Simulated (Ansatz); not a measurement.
**H2Si–As⁺, singlet: the ladder up to RCCSDTQ**

Geometry: that of the H2Si–As, doublet, kept fixed. The triplet lies 0.2 eV lower here.

```xyz
4

Si    0.0000    0.0000    1.5272
As    0.0000    0.0000   -0.6362
H     0.0000    1.2259    2.3663
H     0.0000   -1.2259    2.3663
```

Basis cc-pVDZ; Ansatz 0.2.0. Only valence electrons are correlated (noble-gas cores and the filled d shells of p-block atoms frozen), which leaves 10 electrons in 36 orbitals. R marks a restricted (for open shells ROHF) determinant, U an unrestricted one. Active spaces: valence = (10e, 10o) chosen from the atoms' valence shells. No spin–orbit coupling is included, and no scalar relativity.

Full CI isn't at hand for all of this; RCCSDTQ serves as the reference, and is uncertain by about the last step of the cluster series. The frozen core follows each run's orbitals, which can shift R against U totals by a few meV for light atoms and by up to 0.1 eV past Ca.

* UHF ⟨S²⟩: 0.919
* T1 diagnostic (RCCSD): 0.0290
* largest doubles amplitude (RCCSD): 0.114

| level | E − E(RCCSDTQ) (kcal/mol) | share of correlation (%) | wall time |
| --- | --- | --- | --- |
| RHF | 132.61 | 0.00 | – |
| RMP2 | 31.01 | 76.62 | – |
| CISD | 17.14 | 87.08 | 1.5 s |
| RCCSD | 5.99 | 95.48 | – |
| RCCSD(T) | 1.34 | 98.99 | 1.2 s |
| BCCD(T) | 1.37 | 98.97 | 1.8 s |
| RCCSDT | 0.43 | 99.67 | – |
| RCCSDT(Q) | 0.02 | 99.98 | 5 s |
| CASSCF (valence space) | 77.60 | 41.48 | – |
| NEVPT2 (valence space) | 21.54 | 83.75 | 7.5 s |
| MRCISD (valence space) | 5.93 | 95.53 | – |
| MRCISD+Q (valence space) | 1.04 | 99.21 | 8.5 s (H100) |

The correlation energy at RCCSDTQ, counted from RHF, is -5.750 eV. That run took 13 s on 2 threads of AMD EPYC 7R13 with a shared H100 80 GB, shared host.

Run but not shown, since their state or frozen core can't be matched to the reference's or they repeat it: UHF, UMP2, UCCSD, UCCSD(T), UCCSDT, UCCSDT(Q).

Times hold each run's SCF and search for its determinant on a shared host, so for small cases they say little of a method's own cost; rows without a card ran on 1 thread of AMD EPYC 7R13.

Unrestricted levels hold only the spin's projection, and here they fall towards a lower state of higher spin.

Natural occupations of CASSCF (valence space) about the gap: 1.985 1.976 1.966 1.938 1.935 0.065 0.054 0.040 0.024 0.018; effectively unpaired electrons, Σ n²(2−n)², 0.07.
